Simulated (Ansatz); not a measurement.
Al2N. Charge 0, multiplicity 2. Geometry PBE0-D4/def2-TZVP, basis def2-TZVP, Ansatz.

```xyz
3

Al   -1.304    0.117   -1.106
Al    1.305   -0.117    1.106
N    -0.001    0.000    0.001
```

```csv
run,HOMO (eV),LUMO (eV)
A,-5.03,-4.35
B,-6.16,-3.86
C,-5.51,-4.35
D,-7.03,-3.10
E,-5.22,-4.44
```

The structure comes from a short search, and lower isomers may exist.

HOMO and LUMO are taken over both spins.

Question: The runs used BLYP, CAM-B3LYP, PBE, PBE0, r2SCAN. Estimate which is which.

Answer: A BLYP (0 % exact exchange); B PBE0 (25 % exact exchange); C r2SCAN (0 % exact exchange); D CAM-B3LYP (range-separated); E PBE (0 % exact exchange). Exact exchange lowers occupied and raises empty levels; among semilocal functionals meta-GGAs tend to open the gap a little, and such runs are hard to tell apart. The gap grows from 0.68 eV (BLYP) to 3.93 eV (CAM-B3LYP).
